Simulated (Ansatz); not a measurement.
C₆H₁₀, SMILES `C1=CCCCC1`. Charge 0, multiplicity 1.

| atom | x (Å) | y (Å) | z (Å) |
| --- | --- | --- | --- |
| C1 | -1.4142 | 0.0996 | -0.6099 |
| C2 | -0.4097 | 0.2724 | -1.4628 |
| C3 | 1.0313 | 0.2350 | -1.0589 |
| C4 | 1.2010 | 0.3156 | 0.4523 |
| C5 | 0.2141 | -0.6039 | 1.1559 |
| C6 | -1.2199 | -0.1968 | 0.8445 |
| H7 | -2.4366 | 0.1681 | -0.9719 |
| H8 | -0.6284 | 0.4572 | -2.5112 |
| H9 | 1.5695 | 1.0555 | -1.5458 |
| H10 | 1.4930 | -0.6850 | -1.4429 |
| H11 | 2.2287 | 0.0682 | 0.7320 |
| H12 | 1.0239 | 1.3468 | 0.7793 |
| H13 | 0.3830 | -0.6001 | 2.2362 |
| H14 | 0.3781 | -1.6324 | 0.8139 |
| H15 | -1.4997 | 0.6857 | 1.4361 |
| H16 | -1.9142 | -0.9858 | 1.1533 |

(1) List the harmonic frequencies (cm⁻¹, unscaled) at PBE0-D4/def2-TZVP in Ansatz. (An estimate is asked.)

(2) Is this a minimum?

(3) Give the ideal-gas thermochemistry at 298.15 K and 1 bar (rigid rotor, harmonic oscillator; point group C2, symmetry number 2).

Results:

(1) Ansatz gave: 168, 276, 403, 452, 502, 654, 732, 822, 848, 903, 930, 931, 1004, 1021, 1061, 1093, 1097, 1159, 1159, 1250, 1271, 1295, 1349, 1377, 1377, 1386, 1425, 1463, 1470, 1482, 1491, 1738, 3015, 3015, 3033, 3039, 3063, 3063, 3089, 3092, 3153, 3177.

(2) Yes, all 42 modes are real.

(3) Zero-point energy 384.8 kJ/mol; H(298) − E = 401.7 kJ/mol; entropy 303.1 J/(mol·K), of which translation 163.8, rotation 103.6, vibration 35.6; G(298) − E = 311.3 kJ/mol.
